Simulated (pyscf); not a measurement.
Structures and frequencies: ωB97X-D3(BJ)/def2-SVP in PySCF.

Estimate the classical barrier height and the reaction energy of H₃C–OH⁺–CH=O + H₂O → O=CH–OH + H₃C–OH₂⁺ at ωB97M-D3(BJ)/def2-TZVP. The step runs on the singlet surface, breaks C–O and forms C–O; take the separated reactants as zero.

ΔE‡ = -2.5 kcal/mol, ΔE = -13.1 kcal/mol. Zero-point energy shifts the barrier by +1.4 kcal/mol. It is a substitution at C, with an imaginary mode of 464i cm⁻¹. On the reactant side the descent ends in a bound adduct, 11.4 kcal/mol under the separated species and 9.8 kcal/mol under the saddle at ωB97X-D3(BJ)/def2-TZVP. At ωB97M-D3(BJ) the saddle lies under the separated reactants, which points to a path from their complex (located at ωB97X-D3(BJ) alone). H₃C–OH⁺–CH=O lies 22.5 kcal/mol over its isomer H₃C–O–CH=OH⁺ (electronic energy, ωB97M-D3(BJ)/def2-TZVP). One saddle was located; it need not be the lowest between these sides. The angle at the attacked C is 177°.
